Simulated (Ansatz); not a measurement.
## Structure relaxation of HfMo

Theory: Ansatz, DFT PBE, scalar-relativistic, plane waves, PAW. Cutoff 420 eV, Γ-centred k mesh, Gaussian smearing, no spin polarisation in the final step.

The start puts HfMo on the caesium chloride structure type (Pm-3m, No. 221), with Hf in place of Cs, Mo in place of Cl, at a guessed volume.

```xyz
2
Lattice="3.3405 0.0000 0.0000 0.0000 3.3405 0.0000 0.0000 0.0000 3.3405" Properties=species:S:1:pos:R:3 pbc="T T T"
Hf    0.0000    0.0000    0.0000
Mo    1.6703    1.6703    1.6703
```

Cell and atoms relax at zero pressure; the relaxation can't lower the symmetry of the start.

The zero of energy is the elements' standard structures at the same level; no fitted shifts are applied.

Task: Describe the relaxed structure.

Result: It keeps Pm-3m (No. 221). The result has the caesium chloride structure. Conventional cell: a = 3.325 Å. Around Hf lie 8 Mo at 2.88 Å and 6 Hf at 3.32 Å; around Mo lie 8 Hf at 2.88 Å and 6 Mo at 3.32 Å.

```
Hf Mo
1.0
     3.32496    0.00000    0.00000
     0.00000    3.32496    0.00000
     0.00000    0.00000    3.32496
Hf Mo
1 1
Direct
  0.00000 0.00000 0.00000
  0.50000 0.50000 0.50000
```

Task: What are its volume, energy, density and gap?

Result: The volume per atom is 18.38 Å³, the density is 12.40 g/cm³ and the energy over the elements is 0.04 eV/atom. The gap on the 16×16×16 mesh is 0 eV (a metal).

The final run used a 16×16×16 mesh on its 2-atom cell and 0.10 eV smearing. The k mesh leaves about 4 meV/atom of noise in metals. Spin–orbit coupling is left out. A structure relaxed within its symmetry needn't be a true minimum. The steps took of the order of 40 core-seconds in all.

Cost: 2 runs of about 0.66 core-minutes in all, on Arm Neoverse V2 (shared hosts).